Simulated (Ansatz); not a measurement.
C3H7ClO can be A, `COCCCl`, or B, `CC(C)(O)Cl`.

Isolated molecules relaxed with PBE0-D4/def2-TZVP in Ansatz; ΔE leaves out vibrations. CCSD(T)/CBS adds triple-zeta CCSD(T) − MP2 to the extrapolated MP2 energy (def2 sets, frozen cores). DFT in def2-TZVPP. B3LYP here is the variant with VWN-RPA as its local correlation; programs differ in this. One conformer a species, not always the lowest.

A:

```xyz
12

C     0.692    1.263    0.947
O     0.607   -0.137    1.004
C    -0.476   -0.674    0.292
C    -0.154   -0.811   -1.185
Cl   -1.539   -1.530   -2.041
H    -0.231    1.732    1.315
H     0.889    1.633   -0.067
H     1.520    1.562    1.590
H    -1.379   -0.063    0.421
H    -0.676   -1.663    0.709
H     0.704   -1.465   -1.334
H     0.044    0.153   -1.652
```

B:

Z-matrix (Å, degrees):
```
C
C 1 1.513
H 1 1.093 2 108.8
H 1 1.090 2 111.0 3 120.2
H 1 1.092 2 110.7 3 -119.7
C 2 1.508 1 113.6 3 -61.9
O 2 1.381 1 112.4 3 60.6
Cl 2 1.847 1 106.5 3 179.9
H 6 1.089 2 109.9 1 -179.1
H 6 1.089 2 110.6 1 -58.4
H 6 1.093 2 108.9 1 61.7
H 7 0.963 2 108.9 1 50.9
```

Which is lower in electronic energy at CCSD(T)/CBS, and by how much? (Best estimate.)

The calculation gave: B, by 91.1 kJ/mol.

Give E(B) − E(A) in kJ/mol with PBE0-D4, ωB97M-V, B3LYP, CCSD(T)/def2-TZVPP, HF/def2-TZVPP, CCSD/def2-TZVPP, B2PLYP. (Estimate.)

The calculation gave: PBE0-D4 -88.8, ωB97M-V -90.3, B3LYP -78.2, CCSD(T)/def2-TZVPP -88.1, HF/def2-TZVPP -70.2, CCSD/def2-TZVPP -84.8, B2PLYP -84.1. None reverses the order clearly.

Largest T1 diagnostic: 0.010.

In def2-TZVPP, CCSD(T) changes the Hartree–Fock value by −17.8 kJ/mol (the triples alone add −3.3 kJ/mol) and MP2 by −25.5 kJ/mol. The D4 term adds −4.9 kJ/mol with B3LYP and −2.3 kJ/mol with PBE0; it sums over pairs of atoms, weighted by their polarisabilities, and B3LYP, whose exchange is more repulsive, gets the larger term.
